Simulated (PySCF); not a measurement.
These 2 structures share the formula [C5H12P]+ (charge +1). Computed with PySCF, PBE0-D3(BJ)/def2-SVP geometry optimisation, gas phase. Energies are electronic, without zero-point or thermal terms, for one conformer each. No frequencies were run at this level. Point groups hold within 0.08 Å.

**Question.** Order them by energy at this level, lowest first, and give relative energies in kJ/mol.
A. `[CH3:1]/[CH:2]=[CH:3]/[PH2+:4][CH2:5][CH3:6]` (charge +1) with C2–C3–P4–C5 -121°, C3–P4–C5–C6 -178°
B. `[CH3:1][PH+:2]([CH3:3])[CH:4]1[CH2:5][CH2:6]1` (charge +1) with C1–P2–C4–C5 152°

**Answer.** B (0.0), A (42.5).

As drawn, the lower has a three-membered ring, which the higher lacks.

| SMILES | E (Eh) | E rel (kJ/mol) | dipole about centre of mass (D) | point group | A, B, C (MHz) |
| --- | --- | --- | --- | --- | --- |
| C[PH+](C)C1CC1 | -538.25314 | 0.0 | 2.04 | Cs | 4576, 1999, 1543 |
| C/C=C/[PH2+]CC | -538.23697 | 42.5 | 0.89 | C1 | 10965, 1010, 985.3 |
